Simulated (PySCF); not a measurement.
# Polarisability of `[SiH3][PH3+]`

Species: H6PSi (charge +1).
Atom-mapped SMILES: `[SiH3:1][PH3+:2]` (hydrogens: H3, H4, H5 on Si1; H6, H7, H8 on P2)

Structure used (PBE0-D3(BJ)/def2-SVP), in Å, numbered top down from 1:
```xyz
8
H6PSi angstrom
Si    -1.2274    0.1224   -0.0469
P      1.0793   -0.1168    0.0092
H     -1.6134   -0.8531   -1.0941
H     -1.3865    1.5515   -0.4058
H     -1.6107   -0.2409    1.3382
H      1.4977   -1.4248    0.3410
H      1.7128    0.7249    0.9502
H      1.7047    0.1700   -1.2246
```

Level: CAM-B3LYP/def2-SVPD (PySCF), static field, nuclei fixed, core orbitals frozen in the response. The polarisability tensor in these axes (au):

```
x   57.88 -1.43  0.33
y   -1.43 44.19 -0.04
z    0.33 -0.04 44.04
```

What are the eigenvalues, a third of the trace, and Δα (Δα² = ½Σ(αi − αj)² over the three pairs)?

Principal values 44.03, 44.05 and 58.04 au; mean 48.70 au = 7.22 Å³ = 8.03 × 10⁻⁴⁰ C²·m²/J; Δα = 14.00 au (29 % of the mean).

What are the principal values of the traceless quadrupole moment, Θ = ½Σq(3rr − r²1), about the centre of nuclear charge?

-4.62, -4.61, 9.24 D·Å. The values depend on the origin, since the species is charged. The electronic extent ⟨r²⟩ about the same centre is 282 bohr², a root-mean-square distance of 1.53 Å for the 34 electrons.

In TDDFT the mean static polarisability is Σ f/ω² over all singlet excitations (ω in hartree). How much of it do the 10 lowest give? Their energies (eV) and oscillator strengths: 8.49, 0.0039; 8.50, 0.0040; 8.88, 0.0040; 8.89, 0.0039; 9.07, 0.0000; 9.12, 0.1127; 9.30, 0.0146; 9.30, 0.0149; 9.62, 0.0163; 9.83, 0.0921.

They add up to 2.25 au, 4.6 % of the 48.70 au; the largest single term is 1.00 au, from the state at 9.12 eV. Terms in order: 0.04, 0.04, 0.04, 0.04, 0.00, 1.00, 0.13, 0.13, 0.13, 0.71 au. Higher excitations give the rest. The strengths listed sum to 0.266.

Rayleigh depolarisation ratio (linearly polarised light, static tensor)?

ρ = 3Δα²/(45ᾱ² + 4Δα²) = 588.0/(106744 + 784.1) = 0.00547.

Isolated species at its PBE0-D3(BJ)/def2-SVP geometry, gas phase.
